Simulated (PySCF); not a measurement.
Compound: C2H5FS2.
Atom-mapped SMILES: `[CH3:1][S:2][S:3][CH2:4][F:5]` (hydrogens: H6, H7, H8 on C1; H9, H10 on C4)

Level of theory: PBE0-D3(BJ)/def2-SVP geometry optimisation, gas phase in PySCF.

(1) What internal coordinates does the optimisation give?

## Answers

(1) 
| bond | length (Å) |
| --- | --- |
| C1–S2 | 1.812 |
| S2–S3 | 2.064 |
| S3–C4 | 1.802 |
| C4–F5 | 1.364 |
| C1–H6, C1–H7, C1–H8 | 1.099 |
| C4–H9, C4–H10 | 1.103 |

Bonds in one row agree within 0.01 Å and their mean is given. A selection of angles:
| angle | degrees |
| --- | --- |
| S2–C1–H6 | 106.1 |
| S2–C1–H7 | 110.7 |
| H6–C1–H7 | 109.3 |
| C1–S2–S3 | 101.6 |
| S2–S3–C4 | 101.3 |
| S3–C4–F5 | 112.8 |
| S3–C4–H9 | 105.7 |
| S3–C4–H10 | 109.2 |
| F5–C4–H9 | 109.6 |
| H9–C4–H10 | 110.4 |

Dihedral angles: C1–S2–S3–C4 82° (synclinal); S2–S3–C4–F5 -73° (synclinal). The mirror-image conformer, all signs reversed, is as good.

Of the pairs four or more bonds apart, F5···H8 is among the closest relative to their van der Waals radii: 2.59 Å, 97 % of the sum of Bondi's values.

Point group: C1 (no symmetry element, even within 0.4 Å). Whether it is a minimum is left open (no frequencies). One conformer, not necessarily the lowest.
